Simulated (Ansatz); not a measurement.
A nudged elastic band was laid between two geometries of C₂H₇NO (11 atoms, charge 0, multiplicity 1).

Method: Ansatz, RKS PBE/6-31G*.

```yaml
movable_images: 9
climbing_image: yes
spring: 20.0 eV/Å²
optimiser: quadratic models (default)
start_path: through a guess of the saddle point
force_threshold: 0.05 eV/Å
iteration_limit: 60
end_points: relaxed
```

Image 0:

```xyz
11
Properties=species:S:1:pos:R:3
C -0.545 1.342 -0.008
O -0.771 0.140 0.707
C 0.336 -0.774 0.621
N 0.581 -1.412 -0.651
H -0.451 1.180 -1.103
H -1.417 1.991 0.170
H 0.370 1.867 0.343
H 0.096 -1.552 1.364
H 1.270 -0.258 0.928
H -0.282 -1.850 -0.993
H 0.877 -0.731 -1.358
```

Image 10:

```xyz
11
Properties=species:S:1:pos:R:3
C -0.604 1.422 0.057
O -0.759 0.192 0.757
C 0.316 -0.701 0.528
N 0.382 -1.128 -0.865
H -0.515 1.263 -1.033
H -1.501 2.023 0.276
H 0.295 1.976 0.408
H 0.138 -1.517 1.258
H 1.290 -0.220 0.770
H -0.292 -1.879 -1.044
H 1.315 -1.487 -1.091
```

Q: Which bonds break or form, and what moves?

A: No bond is made or broken. The height of N4 over the plane of its neighbours goes from 0.38 to -0.38 Å.

Q: What energy profile does the band end with?

A: It converged. The highest image is number 6 of 0 to 10, 0.193 eV above the first end and 0.087 eV above the last; the last end lies 0.106 eV above the first. Another band between the same ends (9 images) ends at a top of the same energy, where a vibrational analysis finds 1 clearly imaginary mode.

```csv
image,path coordinate (Å),energy (eV),height of N4 over the plane of its neighbours (Å)
0,0.00,0.000,0.38
1,0.11,0.003,0.37
2,0.22,0.018,0.33
3,0.33,0.055,0.26
4,0.44,0.114,0.17
5,0.56,0.170,0.06
6,0.67,0.193,-0.06
7,0.86,0.150,-0.25
8,1.06,0.120,-0.34
9,1.26,0.109,-0.36
10,1.46,0.106,-0.38
```

Q: What is the geometry of the highest image?

A: 
```xyz
11
Properties=species:S:1:pos:R:3
C -0.577 1.391 0.033
O -0.761 0.218 0.804
C 0.293 -0.739 0.592
N 0.408 -1.255 -0.726
H -0.549 1.171 -1.054
H -1.430 2.055 0.245
H 0.364 1.922 0.304
H 0.057 -1.532 1.324
H 1.267 -0.277 0.866
H -0.190 -2.009 -1.040
H 1.181 -1.000 -1.327
```

The band took 14 iterations and about 5 core-minutes.

Run time: 4.9 min on 1 thread of Arm Neoverse V1, with other jobs on the host, peak memory 0.12 GiB.
